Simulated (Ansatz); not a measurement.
Ansatz (an electronic-structure program) input (MP2/def2-TZVP):

Ansatz 0.2 input:
```yaml
crystal:
  periodic: [false, false, false]
  atoms:
    - {symbol: N, position_ang: [-0.00000000, -0.00000000, -0.61062678]}
    - {symbol: O, position_ang: [0.00000000, 0.00000000, 0.53429844]}
basis:
  gaussian:
    orbitals: def2-TZVP
magnetization: {spin_polarized: true, initial_magnetization: 1}
correlation: {method: mp2, electrons: outside_noble_gas}
relax: {f_tol: 0.003, max_steps: 100}
```

End of the output:

```
mean field -3518.55351239 eV, -129.3044566192 hartree, gradient 1.7e-6 eV, S^2 0.775933; 0 other end points of the search recorded, 0 dependent functions left out
2 core orbitals not correlated
reference -3518.55351239 eV, -129.3044566192 hartree; 6, 5 occupied and 54, 55 virtual orbitals, 436 factors
densities: 0.09 GiB planned
second order -10.69775981 eV of doubles, -0.00000000 eV of singles
the calculation of the forces begins
relax step   5: F+E_penalty+E_count = -3529.25127220 eV  Δ(F+E_penalty+E_count) = -1.480e-4 eV  max|allowed force component| = 1.323e-1 eV/Å  Δτ_max = 0.0008 Å  (39 SCF iters, accepted)
these checks for a lower state are left out or cut short: starts, cluster_reference, orbital_swaps, neighbouring_geometries, increment
integrals: 0.01 GiB planned
436 factors; integrals over basis functions are off by at most 2.9e-4 eV
mean field: 0.10 GiB planned
mean field -3518.55469737 eV, -129.3045001662 hartree, gradient 3.0e-6 eV, S^2 0.775563; 0 other end points of the search recorded, 0 dependent functions left out
2 core orbitals not correlated
reference -3518.55469737 eV, -129.3045001662 hartree; 6, 5 occupied and 54, 55 virtual orbitals, 436 factors
densities: 0.09 GiB planned
second order -10.69660340 eV of doubles, -0.00000000 eV of singles
the calculation of the forces begins
relax step   6: F+E_penalty+E_count = -3529.25130076 eV  Δ(F+E_penalty+E_count) = -2.856e-5 eV  max|allowed force component| = 4.024e-3 eV/Å  Δτ_max = 0.0002 Å  (38 SCF iters, accepted)
these checks for a lower state are left out or cut short: starts, cluster_reference, orbital_swaps, neighbouring_geometries, increment
integrals: 0.01 GiB planned
436 factors; integrals over basis functions are off by at most 2.9e-4 eV
mean field: 0.10 GiB planned
mean field -3518.55466052 eV, -129.3044988120 hartree, gradient 1.5e-6 eV, S^2 0.775574; 0 other end points of the search recorded, 0 dependent functions left out
2 core orbitals not correlated
reference -3518.55466052 eV, -129.3044988120 hartree; 6, 5 occupied and 54, 55 virtual orbitals, 436 factors
densities: 0.09 GiB planned
second order -10.69664029 eV of doubles, -0.00000000 eV of singles
the calculation of the forces begins
relax step   7: F+E_penalty+E_count = -3529.25130081 eV  Δ(F+E_penalty+E_count) = -4.787e-8 eV  max|allowed force component| = 2.019e-4 eV/Å  Δτ_max = 0.0000 Å  (29 SCF iters, accepted)
these checks for a lower state are left out or cut short: cluster_reference
integrals: 0.01 GiB planned
436 factors; integrals over basis functions are off by at most 2.9e-4 eV
mean field: 0.10 GiB planned
mean field evaluation 96: about -3518.5049 eV, gradient 2.9e0 eV
mean field -3518.55466052 eV, -129.3044988120 hartree, gradient 1.5e-6 eV, S^2 0.775574; 5 other end points of the search recorded, 0 dependent functions left out
2 core orbitals not correlated
reference -3518.55466052 eV, -129.3044988120 hartree; 6, 5 occupied and 54, 55 virtual orbitals, 436 factors
densities: 0.09 GiB planned
second order -10.69664029 eV of doubles, -0.00000000 eV of singles
the calculation of the forces begins
Total energy: -3529.25130081 eV, -129.6975930923 hartree
Atom 0 at    -0.000000    -0.000000    -0.606259 Å, force     0.000000     0.000000     0.000202 eV/Å
Atom 1 at     0.000000     0.000000     0.529930 Å, force    -0.000000    -0.000000    -0.000202 eV/Å
Dipole moment:    -0.000000    -0.000000     0.045894 e Å
Checks for a lower state left out: cluster_reference
```
